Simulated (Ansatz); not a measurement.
# C2H5N: the cost of one run

Computed with Ansatz 0.2.0, Gaussian basis. Level: cc-pVQZ, core rule «outside noble gas», up to 3 orbitals frozen.

To be run: UHF; CCSD(T) on RHF; BCCD(T) on RHF.

14 further runs of the same task are left out: 1 that didn't finish, 13 set aside as unsound or not needed.

### 1 What is computed

The geometry is an MP2(full)/6-31G* stationary point (not a proven minimum).

8 atoms, charge 0, spin multiplicity 1.

Atoms are counted from 1 here; the program's logs count them from 0.

Bond lengths: C1–N2 1.472 Å, C1–C3 1.479 Å, C1–H5 1.085 Å, C1–H7 1.087 Å, N2–C3 1.472 Å, N2–H4 1.020 Å, C3–H6 1.085 Å, C3–H8 1.087 Å. Angles: N2–C1–C3 59.8°, N2–C1–H5 114.6°, N2–C1–H7 118.9°, C3–C1–H5 119.9°, C3–C1–H7 118.0°, H5–C1–H7 114.7°, C1–N2–C3 60.3°, C1–N2–H4 109.5°, C3–N2–H4 109.5°, C1–C3–N2 59.8°, C1–C3–H6 119.9°, C1–C3–H8 118.0°, N2–C3–H6 114.6°, N2–C3–H8 118.9°, H6–C3–H8 114.7°.

### 2 UHF

Contents of in.yaml:

```yaml
crystal:
  periodic: [false, false, false]
  atoms:
    - {symbol: C, position_ang: [-0.021597, -0.428556, 0.739421]}
    - {symbol: N, position_ang: [-0.021597, 0.843959, 0.000000]}
    - {symbol: C, position_ang: [-0.021597, -0.428556, -0.739421]}
    - {symbol: H, position_ang: [0.919905, 1.237009, 0.000000]}
    - {symbol: H, position_ang: [-0.938808, -0.636156, 1.280047]}
    - {symbol: H, position_ang: [-0.938808, -0.636156, -1.280047]}
    - {symbol: H, position_ang: [0.886262, -0.739629, 1.249033]}
    - {symbol: H, position_ang: [0.886262, -0.739629, -1.249033]}
basis:
  gaussian: {orbitals: cc-pVQZ}
magnetization: {spin_polarized: true, initial_magnetization: 0}
hamiltonian: {xc: hf}
output: {orbitals: {seedname: orbitals}}
```

Command:

```sh
$ ansatz run in.yaml --threads 1 --pin off --events-out ev --progress --plain --max-ram 4096MiB --backend cpu
```

**Question.** How long does this run take on 1 thread of AMD EPYC 7R13, shared host, and how much memory does it need?

About 7 s, with a peak of 0.79 GiB.
